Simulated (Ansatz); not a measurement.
# CH₅BSi (SMILES B=C[SiH3]): single points off equilibrium

The task here is to estimate one member of a computed series from the others.

The runs use Ansatz 0.2.0, Gaussian basis; single points in def2-TZVPP.

Correlated methods freeze the cores.

## The starting structure

SMILES `B=C[SiH3]`, 8 atoms, charge 0, spin multiplicity 1.

Atoms are counted from 1 here; the program's logs count them from 0.

Bond lengths: B1–C2 1.379 Å, B1–H4 1.167 Å, C2–Si3 1.861 Å, C2–H5 1.059 Å, Si3–H6 1.542 Å, Si3–H7 1.541 Å, Si3–H8 1.593 Å. Angles: C2–B1–H4 172.8°, B1–C2–Si3 106.7°, B1–C2–H5 120.7°, Si3–C2–H5 115.3°, C2–Si3–H6 120.0°, C2–Si3–H7 108.5°, C2–Si3–H8 102.5°, H6–Si3–H7 100.2°, H6–Si3–H8 114.5°, H7–Si3–H8 111.2°.

Coordinates:

```xyz
8

B    -1.2504    0.3067   -0.9936
C    -0.0993    0.8372   -0.4510
Si    0.6168   -0.4694    0.6645
H    -2.2573   -0.0051   -1.4950
H     0.6013    1.3464   -1.0607
H     1.1901   -0.0788    2.0421
H     1.8804   -1.0437   -0.0054
H    -0.5494   -1.5536    0.7171
```

The first run:

Contents of run/in.yaml:

```yaml
crystal:
  periodic: [false, false, false]
  atoms:
    - {symbol: B, position_ang: [-1.250386, 0.306659, -0.993633]}
    - {symbol: C, position_ang: [-0.099264, 0.837225, -0.451040]}
    - {symbol: Si, position_ang: [0.616811, -0.469424, 0.664453]}
    - {symbol: H, position_ang: [-2.257345, -0.005100, -1.495022]}
    - {symbol: H, position_ang: [0.601302, 1.346403, -1.060724]}
    - {symbol: H, position_ang: [1.190096, -0.078820, 2.042050]}
    - {symbol: H, position_ang: [1.880398, -1.043743, -0.005392]}
    - {symbol: H, position_ang: [-0.549410, -1.553649, 0.717062]}
basis:
  gaussian: {orbitals: def2-TZVPP}
hamiltonian: {xc: pbe, dispersion: d4}
output: {forces: true}
```

Command:

```sh
$ ansatz run in.yaml --threads 2 --pin off --events-out ev --progress --plain --max-ram 3481MiB
```

Steps of the session up to this table: PBE-D4/def2-TZVPP; r2SCAN-D4/def2-TZVPP; PBE0-D4/def2-TZVPP; wB97M-V/def2-TZVPP; CCSD(T)/def2-TZVPP.

One of the session's tables, all rows but one given; the rest of the session is left out.

| method | RMS force component (eV/Å) | angle to CCSD(T) forces (°) | dipole (D) |
| --- | --- | --- | --- |
| PBE-D4 | 0.559 | 16.5 | 1.11 |
| r2SCAN-D4 | 0.598 | 15.3 | 1.23 |
| PBE0-D4 | ? | ? | ? |
| wB97M-V | 0.649 | 17.3 | 1.34 |
| CCSD(T) | 0.604 | reference | 1.21 |

Estimate the missing values for PBE0-D4.

As computed: RMS force component (eV/Å): 0.604; angle to CCSD(T) forces (°): 17.8; dipole (D): 1.27.
